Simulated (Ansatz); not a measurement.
in.yaml

```yaml
crystal:
  periodic: [false, false, false]
  atoms:
    - {symbol: C, position_ang: [0.000000, 0.000000, 0.000000]}
    - {symbol: Cl, position_ang: [1.021340, 1.021340, 1.021340]}
    - {symbol: Cl, position_ang: [-1.021340, -1.021340, 1.021340]}
    - {symbol: Cl, position_ang: [-1.021340, 1.021340, -1.021340]}
    - {symbol: Cl, position_ang: [1.021340, -1.021340, -1.021340]}
basis:
  gaussian: {orbitals: "cc-pV(D+d)Z.json"}
magnetization: {spin_polarized: false}
correlation: {method: ccsd_t, electrons: outside_noble_gas}
```

```sh
$ ansatz run in.yaml --threads 1 --pin off --events-out ev --progress --plain --max-ram 3956MiB --backend cpu
```

The program prints:

```
1103 factors; integrals over basis functions are off by at most 8.7e-4 eV
mean field evaluation 1: about -51039.3670 eV, gradient 4.0e1 eV
mean field evaluation 2: about -51039.9549 eV, gradient 4.1e1 eV
mean field evaluation 4: about -51044.2680 eV, gradient 3.3e0 eV
mean field evaluation 8: about -51044.3545 eV, gradient 8.9e-2 eV
mean field evaluation 16: about -51040.3285 eV, gradient 4.1e1 eV
mean field -51044.35457044 eV, -1875.8454313573 hartree, gradient 6.8e-6 eV, S^2 0.000000; 0 other end points of the search recorded, 0 dependent functions left out
21 core orbitals not correlated: weight in the atoms' cores, before any rotation towards them, 1.000 or more for the frozen orbitals, at most 0.000 for the correlated occupied ones
reference -51044.35457044 eV, -1875.8454313573 hartree; 16, 16 occupied and 69, 69 virtual orbitals, 1103 factors
second order -19.03945103 eV of doubles, -0.00000000 eV of singles
cycle   1  -19.70511532 eV  change   -6.7e-1 eV  update   1.0e-1
cycle   2  -20.17518018 eV  change   -4.7e-1 eV  update   3.0e-2
cycle   3  -20.27881091 eV  change   -1.0e-1 eV  update   1.3e-2
cycle   4  -20.27667268 eV  change    2.1e-3 eV  update   2.7e-3
cycle   5  -20.27717624 eV  change   -5.0e-4 eV  update   1.1e-3
cycle   6  -20.27639816 eV  change    7.8e-4 eV  update   3.0e-4
cycle   7  -20.27630060 eV  change    9.8e-5 eV  update   1.1e-4
cycle   8  -20.27629820 eV  change    2.4e-6 eV  update   2.9e-5
perturbative correction -0.63158537 eV, -0.0232103341 hartree
Total energy: -51065.26245400 eV, -1876.6137819065 hartree
```

For the same geometry and basis RCCSDT(Q) lies 73.7 meV lower.

Ran on 1 thread of AMD EPYC 7R13, shared host: 8 s wall, 0.38 GiB peak host memory.
